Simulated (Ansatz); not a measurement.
A made-up structure of B2H4S, singlet:

```
7
angstrom
B -0.6456 0.5713 -0.6626
B -0.0407 -0.0012 0.7589
S 1.3135 -1.1410 0.8961
H 1.8198 -1.6176 2.0649
H -0.2243 1.5719 -1.1717
H -0.4813 0.3179 1.8271
H 1.6098 -1.3288 -0.4035
```

It is relaxed with PBE-D4/def2-SVP and then PBE0-D4/def2-TZVP (Ansatz 0.2.0). Atoms count as bonded within 1.22 times the sum of their covalent radii (H–H: 0.88 Å). The end point is not checked to be a true minimum.

Question: Does its bonding change? (A judgement: the text doesn't fix the answer.)

Answer: The calculation gives: No: no bond forms or breaks.

Where it ends: The first stage lowers the energy by 2.32 eV in 13 steps. It ends as B₂H₄S ([BH][BH][SH2]):
```tsv
atom	x (Å)	y (Å)	z (Å)
B1	-0.3432	0.5844	-0.4043
B2	-0.0288	0.2568	1.0395
S3	1.4815	-0.8311	1.1200
H4	1.1481	-2.1617	1.1365
H5	-0.4700	0.8203	-1.5568
H6	-0.3628	0.6252	2.1213
H7	1.9264	-0.9216	-0.1470
```

Labels in which every atom is bracketed show which atoms are joined, not bond orders.

For scale, one of the runs: PBE0-D4/def2-TZVP relaxation, 123 basis functions, launched by `ansatz run in.yaml --threads 2 --pin off --events-out ev --progress --plain --max-ram 4352MiB`. The run took about 18 s on 2 CPU threads of an Arm Neoverse V1 (shared host).
